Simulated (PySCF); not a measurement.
Below is a simulated gas-phase C 1s photoelectron spectrum of bicyclo[3.1.0]hex-2-ene (`C1=C[C@H]2C[C@H]2C1`).

Every computed line was given a Gaussian of 0.5 eV full width at half maximum and an area set by the number of equivalent atoms; the highest printed point is 100. Computed, not measured: delta-SCF UKS SCAN, pcX-2 on the ionised atom, pcseg-1 elsewhere, spin-free X2C (PySCF).

binding energy (eV), intensity and a bar:
```
    289.2          0 
    289.3          0 
    289.4          1 
    289.5          3 #
    289.6          9 ###
    289.7         18 #####
    289.8         31 #########
    289.9         45 #############
    290.0         57 #################
    290.1         67 ####################
    290.2         77 #######################
    290.3         89 ###########################
    290.4         99 ##############################
    290.5        100 ##############################
    290.6         89 ###########################
    290.7         67 ####################
    290.8         43 #############
    290.9         24 #######
    291.0         11 ###
    291.1          4 #
    291.2          1 
    291.3          0 
    291.4          0
```

Count the maxima, the lines and the sites behind this envelope.

The curve has 1 maximum (at 290.5 eV). Under it lie 6 lines from 6 inequivalent carbon sites. At this width some lines have no maximum of their own.

Decompose the envelope and assign each component. Numbering: `[CH:1]1=[CH:2][C@H:3]2[CH2:4][C@H:5]2[CH2:6]1`.

| position (eV) | relative area | line | atoms | environment |
| --- | --- | --- | --- | --- |
| 289.95 | 1 | C 1s | C1 | alkene CH carbon |
| 290.11 | 1 | C 1s | C2 | alkene CH carbon |
| 290.39 | 1 | C 1s | C4 | three-membered-ring carbon |
| 290.48 | 1 | C 1s | C5 | sp3 carbon at a ring junction |
| 290.50 | 1 | C 1s | C3 | sp3 carbon at a ring junction |
| 290.66 | 1 | C 1s | C6 | allylic carbon |

What are the centre and the root-mean-square width of the whole band?

The area-weighted mean of the lines is 290.35 eV. Their own spread about it is 0.25 eV (rms) and each Gaussian has σ = 0.5/2.355 = 0.21 eV; the variances add, which gives 0.32 eV.

Lowest listed C 1s: C1, bonded to C (double bond), C and H. Highest, 0.71 eV above it: C6, bonded to 2 C and 2 H. Summing the Pauling electronegativity differences to the bonded atoms, each weighted by its formal bond order, gives -0.35 for the lowest site and -0.70 for the highest; the largest sum, -0.35, belongs to C3, 0.16 eV below the top. The smallest sum, -0.70, belongs to C4, 0.44 eV above the lowest. The values 290.48 and 290.50 eV lie too close for their order to be trusted.

No satellites, vibrations or lifetime broadening are included. Geometry: PBE0-D3(BJ)/def2-SVP; no solvent, vibrations or thermal averaging.
